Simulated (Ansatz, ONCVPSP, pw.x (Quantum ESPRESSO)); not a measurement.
## What a changed setting does to a pw.x run (diamond Si)

Potential: optimised norm-conserving Vanderbilt (ONCV), ONCVPSP 4.0.1.1 (patched build), PBE; core [Ne], reference 3s2 3p2; waves: 3s: rc 1.75 bohr, ncon 4, nbas 7, qcut 4.2 1/bohr, local; 3p: rc 1.85 bohr, ncon 4, nbas 7, qcut 5.4 1/bohr, 2 projectors, debl 0.8 Ha; d scattering state at 0.17 Ha: rc 1.90 bohr, ncon 4, nbas 8, qcut 5.1 1/bohr, 2 projectors, debl 1.9 Ha; local part: the s channel; core correction: Teter function, fcfact 4.5, rcfact 1.8.

The reference run (k-mesh 8³, cutoffs 50/200 Ry, Fermi–Dirac 0.01 Ry, mixing_beta 0.4, conv_thr 1e-9, no spin) gives -0.32 GPa at 20.463 Å³/atom, where all-electron LAPW gives -0.05 GPa. This run, with its own iteration cap, changes nbnd to 1, a wrong or extreme entry chosen on purpose.

```
&control
  calculation='scf', prefix='x', pseudo_dir='./', outdir='./tmp', tstress=.true., disk_io='none'
/
&system
  ibrav=0, nat=2, ntyp=1, ecutwfc=50, ecutrho=200, nbnd=1,
  occupations='smearing', smearing='fd', degauss=0.01
/
&electrons
  conv_thr=1e-09, mixing_beta=0.4, electron_maxstep=70
/
ATOMIC_SPECIES
Si 1.0 Si.UPF
CELL_PARAMETERS angstrom
  0.00000000 2.73520428 2.73520428
  2.73520428 0.00000000 2.73520428
  2.73520428 2.73520428 0.00000000
ATOMIC_POSITIONS crystal
Si 0.0000 0.0000 0.0000
Si 0.2500 0.2500 0.2500
K_POINTS automatic
8 8 8 0 0 0
```

```bash
pw.x < Si.scf.in > Si.scf.out
```

**Question.** How does the run end?

**Answer.** It stops with "setup: too few bands". There must be at least as many bands as half the electrons, and more with smearing.

```
Error in routine setup (1):
     too few bands
```
